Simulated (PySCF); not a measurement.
# Gas-phase XPS of `C/C=C1\C[C@H]1O`, computed

Compound: C₅H₈O.
Numbering: `[CH3:1]/[CH:2]=[C:3]1\[CH2:4][C@H:5]1[OH:6]`

Geometry (GFN2-xTB, Å), atoms numbered from 1 in this order:
```
atom  x, y, z in Å
C1     2.2117   -0.1043    0.0540
C2     0.9613    0.6611   -0.2432
C3    -0.2393    0.1343   -0.2520
C4    -1.0827   -1.0499   -0.0073
C5    -1.6913    0.2961   -0.3665
O6    -2.4319    1.0390    0.5532
H7     1.9854   -1.1485    0.2528
H8     2.8996   -0.0444   -0.7885
H9     2.7144    0.3216    0.9222
H10    1.0880    1.7130   -0.4691
H11   -1.1780   -1.4087    1.0094
H12   -1.1157   -1.8380   -0.7457
H13   -2.1422    0.4078   -1.3455
H14   -1.9800    1.0204    1.4039
```

Method used: PySCF 2.14.0, delta-SCF UKS SCAN, pcX-2 on the ionised atom, pcseg-1 elsewhere, spin-free X2C. Each binding energy is the total energy of the core-ionised species, with the hole localised on one atom, minus that of the ground state; both are solved self-consistently, so orbital relaxation is included.

Question: List the computed XPS lines with their assignment.

Answer: 
| atom(s) | environment | level | binding energy (eV) | above the level's lowest (eV) | count |
| --- | --- | --- | --- | --- | --- |
| C1 | allylic carbon | C 1s | 290.68 | +0.58 | 1 |
| C2 | alkene CH carbon | C 1s | 290.32 | +0.22 | 1 |
| C3 | fully substituted alkene carbon | C 1s | 290.10 | 0.00 | 1 |
| C4 | allylic carbon | C 1s | 290.52 | +0.42 | 1 |
| C5 | carbinol carbon (C–OH) | C 1s | 292.08 | +1.98 | 1 |
| O6 | alcohol oxygen | O 1s | 538.61 | 0.00 | 1 |

The listed C 1s values span 1.98 eV, from C3 (bonded to C (double bond) and 2 C) to C5 (bonded to O, 2 C and H).

Question: What is the longest wavelength that can ionise C 1s of C2 vertically?

Answer: λ = hc/E = 12398.42 eV Å / 290.32 eV = 42.706 Å.

The structure is a single GFN2-xTB conformer in the gas phase; no vibrational or solvent corrections.
